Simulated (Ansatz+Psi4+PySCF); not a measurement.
**doublet H2S(+): levels of theory in one basis**

```yaml
atoms:
  - { symbol: S, position_ang: [0.3000, 0.3000, 0.3000] }
  - { symbol: H, position_ang: [-0.4587, 0.6653, 1.3679] }
  - { symbol: H, position_ang: [-0.5055, 0.9471, -0.5843] }
```

Basis set: cc-pVTZ on H; cc-pV(T+d)Z on S (spherical functions). Correlated methods keep 5 orbitals frozen. Correlation on ROHF uses semicanonical orbitals with singles. Charge 1, multiplicity 2.

Computed with Ansatz (development build ahead of 0.2.0) and Psi4 1.11; each method stands on the lowest determinant of its kind that the runs found.

| method | E − E(ROHF) (eV) | <S²> of the determinant |
| --- | --- | --- |
| ROHF | 0.00 | 0.75 |
| UHF | -0.17 | 0.77 |
| ROHF-MP2 | -4.27 | – |
| UHF-MP2 | -4.24 | 0.77 |
| ROHF-CCSD | -4.98 | – |
| UHF-CCSD | -4.99 | 0.77 |

What does ROHF-CCSD(T) give on the same scale?

-5.15 eV.
